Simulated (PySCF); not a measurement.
C2H6OS. Atoms are numbered in the order given.

```xyz
10

C     -0.1853    -0.8117    -1.3666
S      0.4521     0.2373     0.0000
C     -0.1853    -0.8117     1.3666
O     -0.3951     1.4856     0.0000
H      0.0485    -0.2751    -2.2960
H      0.3033    -1.7973    -1.3612
H     -1.2756    -0.8981    -1.2515
H     -1.2756    -0.8981     1.2515
H      0.0485    -0.2751     2.2960
H      0.3033    -1.7973     1.3612
```
Charge 0, spin multiplicity 1.

Coordinates come from a B3LYP-D3(BJ)/def2-SVP optimisation.

Computed with HF/def2-TZVP in PySCF.

Atomic charges (e):

```json
[
 {"atom": "C1", "Löwdin": "(withheld)", "meta-Löwdin": "-0.41", "Mulliken": "-0.36"},
 {"atom": "S2", "Löwdin": "(withheld)", "meta-Löwdin": "1.06", "Mulliken": "0.62"},
 {"atom": "C3", "Löwdin": "(withheld)", "meta-Löwdin": "-0.41", "Mulliken": "-0.36"},
 {"atom": "O4", "Löwdin": "(withheld)", "meta-Löwdin": "-0.94", "Mulliken": "-0.69"},
 {"atom": "H5", "Löwdin": "(withheld)", "meta-Löwdin": "0.13", "Mulliken": "0.14"},
 {"atom": "H6", "Löwdin": "(withheld)", "meta-Löwdin": "0.11", "Mulliken": "0.12"},
 {"atom": "H7", "Löwdin": "(withheld)", "meta-Löwdin": "0.12", "Mulliken": "0.13"},
 {"atom": "H8", "Löwdin": "(withheld)", "meta-Löwdin": "0.12", "Mulliken": "0.13"},
 {"atom": "H9", "Löwdin": "(withheld)", "meta-Löwdin": "0.13", "Mulliken": "0.14"},
 {"atom": "H10", "Löwdin": "(withheld)", "meta-Löwdin": "0.11", "Mulliken": "0.12"}
]
```

Task: Fill in the missing entries. (Estimate from the structure and the level; the computed values follow.)

Result: 
- C1, Löwdin: -0.44
- S2, Löwdin: 0.75
- C3, Löwdin: -0.44
- O4, Löwdin: -0.52
- H5, Löwdin: 0.11
- H6, Löwdin: 0.11
- H7, Löwdin: 0.11
- H8, Löwdin: 0.11
- H9, Löwdin: 0.11
- H10, Löwdin: 0.11

Computed Mayer and Wiberg (Löwdin basis) orders of the bonds:
```csv
bond,Mayer,Wiberg
C1–S2,0.96,1.25
S2–C3,0.96,1.25
S2–O4,1.53,2.20
C1–H5,0.97,0.94
C1–H6,0.96,0.94
C1–H7,0.97,0.94
C3–H8,0.97,0.94
C3–H9,0.97,0.94
C3–H10,0.96,0.94
```
